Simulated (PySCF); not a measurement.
A PySCF run on LiN⁻

State: ⁴Σ⁻ (quartet), unpaired electrons σ ↑, π ↑↑.

An equivalent input (the run itself took its basis sets from the Basis Set Exchange, started from a PBE0 density and held the occupation σ 5α 4β, πx 1α 0β, πy 1α 0β):

```python
from pyscf import gto, dft
mol = gto.M(atom='Li 0 0 0; N 0 0 1.95', basis={'Li': 'aug-pcseg-1', 'N': 'aug-pcseg-1'},
            charge=-1, spin=3, verbose=4, symmetry='C2v')
mf = dft.UKS(mol, xc='PBE')
mf.grids.atom_grid = (80, 434)
mf.grids.prune = dft.gen_grid.treutler_prune
mf.irrep_nelec = {'A1': (5, 4), 'B1': (1, 0), 'B2': (1, 0)}
mf.conv_tol = 1e-9
mf.max_cycle = 60
mf.diis_space = 10
mf.kernel()
```

The log (some set-up lines and the per-cycle HOMO/LUMO lines removed):

```
******** <class 'pyscf.dft.uks_symm.SymAdaptedUKS'> ********
method = SymAdaptedUKS
damping factor = 0
level_shift factor = 0
DIIS = <class 'pyscf.scf.diis.CDIIS'>
diis_start_cycle = 1
diis_space = 10
diis_damp = 0
SCF conv_tol = 1e-09
SCF conv_tol_grad = None
SCF max_cycles = 60
number electrons alpha = 7  beta = 4
Set gradient conv threshold to 3.16228e-05
init E= -62.0568948013586
cycle= 1 E= -62.0571797620833  delta_E= -0.000285  |g|= 0.0303  |ddm|= 0.169
cycle= 2 E= -62.0546583180755  delta_E= 0.00252  |g|= 0.0703  |ddm|= 0.151
cycle= 3 E= -62.057837116398  delta_E= -0.00318  |g|= 0.00278  |ddm|= 0.0872
cycle= 4 E= -62.057844045137  delta_E= -6.93e-06  |g|= 0.000313  |ddm|= 0.00699
cycle= 5 E= -62.0578441247054  delta_E= -7.96e-08  |g|= 7.84e-05  |ddm|= 0.0012
cycle= 6 E= -62.0578441307179  delta_E= -6.01e-09  |g|= 1.21e-05  |ddm|= 0.0004
cycle= 7 E= -62.0578441308266  delta_E= -1.09e-10  |g|= 1.02e-06  |ddm|= 3.12e-05
Extra cycle  E= -62.057844130826  delta_E= 5.83e-13  |g|= 1.72e-06  |ddm|= 1.09e-05
converged SCF energy = -62.057844130826  <S^2> = 3.7557869  2S+1 = 4.0028924
```

Repeating this along the bond gives Re = 1.966 Å and ωe = 541 cm⁻¹.

A point of this curve took 0.33 CPU seconds beside 0.018 for the integrals, on Arm Neoverse V1 (shared host).

The highest Kohn–Sham level is positive in this anion. Much of that is self-interaction error, but it also means that the finite basis helps to hold the extra electron. The state is the lowest determinant that a PBE0 search found; another state may lie lower at other levels.
